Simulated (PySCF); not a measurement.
# Bond curve of BC⁺

Set-up: basis B cc-pVTZ, C cc-pVTZ; no relativity; PySCF 2.14. Energies in eV from B⁺ + C in their ground configurations at the same level. All curves are PBE0. state 1: Ms = 1 determinant of mixed spin (⟨S²⟩ near 2.8), unpaired electrons π ↑↑; state 2: ³Π (triplet), unpaired electrons σ ↑, π ↑, a second solution, started from another occupation; state 3: Ms = 0 determinant of mixed spin (⟨S²⟩ near 1.0), unpaired electrons π ↑↓, a mixture of terms (⟨Lz²⟩ = 2.0), a second solution, started from another occupation; state 4: Ms = 0 determinant of mixed spin (⟨S²⟩ near 1.0), unpaired electrons σ ↓, π ↑, a second solution, started from another occupation.

```tsv
R (Å)	state 1	state 2	state 3	state 4
1.268	-1.837	0.479	-0.557	0.748
1.327	-2.402	-0.452	-1.222	-0.203
1.387	-2.718	-1.101	-1.630	-0.872
1.431	-2.830	-1.444	-1.808	-1.229
1.475	-2.860	-1.692	-1.902	-1.490
1.519	-2.826	-1.861	-1.930	-1.672
1.578	-2.707	-1.995	-1.891	-1.821
1.652	-2.481	-2.055	-1.760	-1.895
1.740	-2.153	-2.032	-1.537	-1.878
1.859	-1.707	-1.924	-1.205	-1.758
```

Put a parabola through the three lowest points of the state 1 curve and estimate Re, k and ωe (reduced mass 5.742 u; 1 eV/Å² = 0.16022 mdyn/Å; ωe = 1302.8·√(k/μ) cm⁻¹).

Through R = 1.431, 1.475, 1.519 Å the second-order coefficient is 16.5 eV/Å², so Re ≈ 1.474 Å, k ≈ 5.30 mdyn/Å and ωe ≈ 1251 cm⁻¹. A polynomial fit of higher order to the unrounded PBE0 energies gives Re = 1.472 Å, k = 5.31 mdyn/Å, ωe = 1253 cm⁻¹; anharmonicity and rounding make the difference.

The higher-order fit for each curve: state 1: Re = 1.472 Å, ωe = 1253 cm⁻¹, De = 2.86 eV; state 2: Re = 1.670 Å, ωe = 753 cm⁻¹, minimum 2.06 eV below the ground-state fragments; state 3: Re = 1.520 Å, ωe = 1099 cm⁻¹, minimum 1.93 eV below the ground-state fragments; state 4: Re = 1.678 Å, ωe = 777 cm⁻¹, minimum 1.90 eV below the ground-state fragments.

For an ion De counts to the pair picked by the measured ionisation energies or electron affinities, which need not be the lowest pair at this level. The state is the lowest determinant that a PBE0 search found; another state may lie lower at other levels.
